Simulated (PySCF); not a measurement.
Ligands exchanged one at a time, Si OH-H. Isolated molecules, 0 K electronic values unless said otherwise. One relaxed conformer stands for each flexible species; it need not be the lowest. Strings in code marks are SMILES. All members: neutral, multiplicity 1. Level: ωB97X-D3(BJ)/def2-TZVP // PBE0-D3(BJ)/def2-TZVP (PySCF). Delta-SCF ions had no search for a lower state.  The removal energy is E(N − 1 electrons) − E(N electrons) at the parent's geometry; ε(HOMO) is measured against the vacuum level.

```json
[
 {"species": "`O[SiH3]`", "−ε(HOMO) (eV)": "11.29", "vertical ionisation energy (Delta-SCF) (eV)": "11.58"},
 {"species": "`O[SiH](O)O`", "−ε(HOMO) (eV)": "11.37", "vertical ionisation energy (Delta-SCF) (eV)": "11.61"},
 {"species": "`O[SiH2]O` (H–O–Si–O torsion 66°, O–Si–O–H torsion 66°)", "−ε(HOMO) (eV)": "11.45", "vertical ionisation energy (Delta-SCF) (eV)": "11.72"},
 {"species": "`O[Si](O)(O)O`", "−ε(HOMO) (eV)": "11.73", "vertical ionisation energy (Delta-SCF) (eV)": "withheld"},
 {"species": "`[SiH4]`", "−ε(HOMO) (eV)": "12.45", "vertical ionisation energy (Delta-SCF) (eV)": "12.85"}
]
```

**Question.** Fit vertical ionisation energy (Delta-SCF) = a + b·x to the 4 complete rows by least squares, with x = −ε(HOMO) in eV. Give a, b and the rms residual, and predict the withheld value.

**Answer.** Means of the 4 rows: x̄ = 11.64, ȳ = 11.94 eV. Σ(x − x̄)² = 0.8876 and Σ(x − x̄)(y − ȳ) = 0.994, so b = 1.120 and a = ȳ − b·x̄ = -1.097 eV. The rms residual is 0.021 eV. At x = 11.73 the line gives 12.04 eV. The run for `O[Si](O)(O)O` gave 11.89 eV, so the line is off by 0.15 eV, more than twice the rms residual.

Codes: PySCF.
